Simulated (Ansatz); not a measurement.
1T (CdI2-type) PtSe2, treated with LDA (plane waves, PAW; Ansatz, an electronic-structure program).

### Question
Give the computed interlayer binding energy, layer repeat distance and gap between the layers.

### Answer

interlayer binding energy: 25.1 meV/Å²
layer repeat distance: 4.764 Å
gap between the layers: 2.244 Å

Spin–orbit coupling is not included.

Computed values are for the static lattice.

The result took about 4 core-minutes (a rough figure).
